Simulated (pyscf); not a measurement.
Homolytic dissociation enthalpies at 298 K of B–N bonds in 8 gas-phase molecules, in kcal/mol. Optimised with ωB97X-D3(BJ)/def2-SVP in PySCF. MP2 and CC: frozen core, UHF for open shells. ΔMP2 is the change of the MP2 total energy from the triple- to the quadruple-zeta basis. Both columns use the same structures and thermal terms. Rows were drawn at random from the closed-shell molecules with such a bond whose radicals are computed, keep their shape and have no isomer in the data more than 5 kcal/mol lower.

```tsv
row	molecule	radicals	B3LYP-D3(BJ)/def2-TZVP	CCSD(T)/def2-TZVPP + ΔMP2(QZVPP)
1	H₂N–BH–F	NH₂• + [HB–F]•	135.1	137.4
2	H₂N–B(OH)–OH	NH₂• + [HO–B–OH]•	125.0	128.7
3	H₂B–NH–B(Cl)–Cl	BH₂• + •HN–B(Cl)–Cl	139.8	144.1
4	H₂N–B(OH)–Cl	NH₂• + [HO–B–Cl]•	129.7	132.8
5	H₂N–B(F)–F	NH₂• + [F–B–F]•	132.8	135.7
6	H₂N–B(Br)–Br	NH₂• + [Br–B–Br]•	131.0	133.8
7	H₂N–B(Cl)–Cl	NH₂• + [Cl–B–Cl]•	131.6	?
8	H₃C–B(CH₃)–NH₂	[H₃C–B–CH₃]• + NH₂•	132.5	135.9
```

**Question.** Fit a line that carries the B3LYP-D3(BJ) values to the last column and predict row 7.

**Answer.** In the 7 complete rows the last column lies 2.3 to 4.3 kcal/mol from B3LYP-D3(BJ) (mean 3.2, median 3.1). Least squares gives y = 0.6 + 1.02·x with residuals of 0.6 kcal/mol (root mean square). For row 7: 0.6 + 1.02 × 131.6 = 134.8 kcal/mol. The computed value is 134.3 kcal/mol, 0.5 under the line. The CCSD(T) − MP2 part came from Ansatz, without density fitting, on the same reference. The frozen core leaves the outer d or s,p core shells of the metals and heavy elements correlated in the MP2 and CC values, and def2-TZVPP describes them poorly, which can shift differences by a few kcal/mol. Elements up to Kr have no core potential and no relativistic terms here.
